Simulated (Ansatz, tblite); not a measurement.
Cost and result up the ladder for the cluster NaLi₂ (the lowest doublet isomer of a short search) (3 atoms). The state is a doublet with charge 0. Geometry: PBE/def2-TZVP.

```xyz
3

Li   -1.4826   -0.2648    0.2649
Li    0.9950   -1.0816    1.1897
Na    0.4876    1.3464   -1.4546
```

Ansatz on 4 threads of Arm Neoverse V2 on a shared host; xTB runs through tblite on one thread. Times are rough, summed over both states, and most runs start from the orbitals of an earlier one. RPA@PBE/def2-TZVP serves as the yardstick here, not as an exact answer. The other state is a quartet at its own geometry, which has other bonds, so the gap mixes isomer and spin.

The xTB rows come from tblite. B3LYP takes the VWN-RPA correlation. Correlated methods freeze 1 core orbital; core or outer-core shells of Li, Na are correlated, in sets that lack core-valence functions. In CCSD on the charge 0 doublet the largest single amplitude is 0.19, so its Hartree–Fock determinant may place the open shell otherwise than the density functionals do. The structure comes from a short search, and lower isomers may exist.

Run but left out: HF/STO-3G, HF/def2-TZVP, HF/def2-TZVPP, MP2/def2-TZVP, MP2/def2-TZVPP (doublet: ⟨S²⟩ 1.09 to 1.13, where a pure state has 0.75).

Correlated methods converge slowly with the basis.

xTB has no spin-polarisation term.

```json
{"level": "GFN2-xTB", "functions": "12", "wall time": "0.002 s", "quartet − doublet (eV)": "2.62", "difference from RPA@PBE/def2-TZVP (eV)": "1.70", "remarks": "–"}
{"level": "GFN1-xTB", "functions": "12", "wall time": "0.003 s", "quartet − doublet (eV)": "2.46", "difference from RPA@PBE/def2-TZVP (eV)": "1.53", "remarks": "–"}
{"level": "PBE/def2-TZVP", "functions": "60", "wall time": "1.1 s", "quartet − doublet (eV)": "1.09", "difference from RPA@PBE/def2-TZVP (eV)": "0.17", "remarks": "–"}
{"level": "B3LYP/def2-TZVP", "functions": "60", "wall time": "1.1 s", "quartet − doublet (eV)": "1.20", "difference from RPA@PBE/def2-TZVP (eV)": "0.28", "remarks": "–"}
{"level": "BHLYP/def2-TZVP", "functions": "60", "wall time": "1.1 s", "quartet − doublet (eV)": "1.24", "difference from RPA@PBE/def2-TZVP (eV)": "0.32", "remarks": "–"}
{"level": "RPA@PBE/def2-TZVP", "functions": "60", "wall time": "1.4 s", "quartet − doublet (eV)": "0.93", "difference from RPA@PBE/def2-TZVP (eV)": "0.00", "remarks": "–"}
{"level": "PBE-QIDH/def2-TZVP", "functions": "60", "wall time": "1.7 s", "quartet − doublet (eV)": "1.01", "difference from RPA@PBE/def2-TZVP (eV)": "0.08", "remarks": "spin-contaminated (⟨S²⟩ 0.87) (doublet)"}
{"level": "r2SCAN/def2-TZVP", "functions": "60", "wall time": "2.6 s", "quartet − doublet (eV)": "0.92", "difference from RPA@PBE/def2-TZVP (eV)": "-0.01", "remarks": "spin-contaminated (⟨S²⟩ 0.83) (doublet)"}
{"level": "r2SCANh/def2-TZVP", "functions": "60", "wall time": "2.7 s", "quartet − doublet (eV)": "0.95", "difference from RPA@PBE/def2-TZVP (eV)": "0.02", "remarks": "spin-contaminated (⟨S²⟩ 0.83) (doublet)"}
{"level": "r2SCAN0/def2-TZVP", "functions": "60", "wall time": "2.8 s", "quartet − doublet (eV)": "0.98", "difference from RPA@PBE/def2-TZVP (eV)": "0.06", "remarks": "spin-contaminated (⟨S²⟩ 0.83) (doublet)"}
{"level": "CCSD(T)/def2-TZVPP", "functions": "70", "wall time": "2.9 s", "quartet − doublet (eV)": "1.10", "difference from RPA@PBE/def2-TZVP (eV)": "0.17", "remarks": "large T1 (0.060) (doublet), spin-contaminated (⟨S²⟩ 1.13) (doublet)"}
{"level": "PBE0/def2-TZVP (with forces)", "functions": "60", "wall time": "3.6 s", "quartet − doublet (eV)": "1.08", "difference from RPA@PBE/def2-TZVP (eV)": "0.16", "remarks": "–"}
```
